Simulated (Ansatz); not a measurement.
Write a Python script for the Ansatz DFT code, driven from Python that makes a relaxed scan of one distance of BH₃O, SMILES BO. Settings (for the species named): PBE, def2-SVP basis, multiplicity 1.

```xyz
5

B    -0.2598   -0.3727   -0.0009
O     0.1288    1.0609    0.0113
H    -0.5430   -0.9005    0.9858
H    -0.3996   -0.8663   -1.0491
H     1.1235    1.0049    0.0115
```

`run_relaxed_scan.py`
```python
from dataclasses import dataclass
import warnings

import ansatz as az
import numpy as np


@dataclass
class Settings:
    basis: str = "def2-SVP"
    xc: str = "pbe"


opts = Settings()


def main() -> None:
    warnings.simplefilter("ignore", az.DeckWarning)

    bh3o = (
        az.Crystal.molecule()
        .atom("B", (-0.2598, -0.3727, -0.0009))
        .atom("O", (0.1288, 1.0609, 0.0113))
        .atom("H", (-0.543, -0.9005, 0.9858))
        .atom("H", (-0.3996, -0.8663, -1.0491))
        .atom("H", (1.1235, 1.0049, 0.0115))
    )

    model = (
        bh3o.calculation()
        .basis(gaussian=opts.basis)
        .functional(opts.xc)
    )
    symbols = [site.symbol for site in bh3o.cartesian_sites]
    pairs = [(0, 1), (0, 2), (0, 3), (1, 4)]
    print("held (A)   E (eV)        ", "  ".join(f"{symbols[i]}{i}-{symbols[j]}{j}" for i, j in pairs))
    for length in [1.37, 1.49, 1.6, 1.78, 2.01]:
        r = model.relax(constraints=[az.DistanceConstraint((0, 1), at=length)], force_tolerance=0.02, max_steps=60).run(threads=1, pin="off").report
        xyz = np.array(r["positions_ang"])
        print(f"{length:6.2f} {r['free_energy_ev']:14.5f}  ", "  ".join(f"{np.linalg.norm(xyz[i] - xyz[j]):.3f}" for i, j in pairs))


if __name__ == "__main__":
    main()
```

Output of `python run_relaxed_scan.py`:
```text
held (A)   E (eV)         B0-O1  B0-H2  B0-H3  O1-H4
  1.37    -2767.29320   1.370  1.216  1.222  0.975
  1.49    -2767.00719   1.490  1.211  1.217  0.976
  1.60    -2766.50845   1.600  1.208  1.213  0.977
  1.78    -2765.52595   1.780  1.204  1.209  0.979
  2.01    -2764.28757   2.010  1.202  1.206  0.981
```

What to keep in mind:
- The settings weren't tested for convergence.
- The energies are electronic: no zero-point or thermal terms, and the basis set is short of its limit.
- The script silences the warnings on its input, which a real study should read.
- Wall time of the script: 28 s on 1 thread of Arm Neoverse V2, on a shared host, peak memory 0.17 GiB.
